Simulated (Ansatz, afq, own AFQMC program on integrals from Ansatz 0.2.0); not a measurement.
# HCl2, doublet: AFQMC among the cluster methods

```xyz
3

Cl    0.0000    0.0000   -1.5680
H     0.0000    0.0000    0.1090
Cl    0.0000    0.0000    1.4590
```

Connectivity, by distances: Cl ··· Cl, 1 bridging H.

Basis cc-pVTZ. Only valence electrons are correlated. Ansatz 0.2.0 and our own AFQMC program on the same integrals; the CISD trial comes from CCSD amplitudes, and released means the phaseless constraint is let go. Uncertainties: one standard error, sampling alone.

Determinant: UHF, the one that the program's search chose, which needn't be the lowest solution. The geometry is a point of a scan.

No full CI on the walks' own integrals is used here; CCSDT(Q) serves as the reference and is uncertain by about the last step of the cluster series.

- T1 diagnostic: 0.0125
- weight of the determinant in the CISD state: 0.853
- ⟨S²⟩ of the determinant: 0.778
- size of the correlated space: 15 electrons in 72 orbitals

Reference: CCSDT(Q), correlation energy -11.817 eV. The released energy is read at 1.50 1/Eh (meV from the phaseless value at times in 1/Eh: -20 ± 6 at 0.24, -28 ± 4 at 0.51, -29 ± 5 at 0.99, -29 ± 10 at 1.50).

```csv
level,E − E(reference) (mEh),share of correlation (%)
HF,434.27,0.00
MP2,58.80,86.46
CCSD,17.50,95.97
CCSD(T),1.89,99.56
CCSDT,0.67,99.85
ph-AFQMC/CISD,1.23 ± 0.22,99.72
released AFQMC,0.17 ± 0.36,99.96
```

A walk keeps the symmetry of its determinant, which the program's search chose and which needn't be the lowest solution, so a lower state of the same spin and another symmetry isn't excluded. Released energies are given only where the last usable release times agree within the noise; a slower fall can still hide under it.
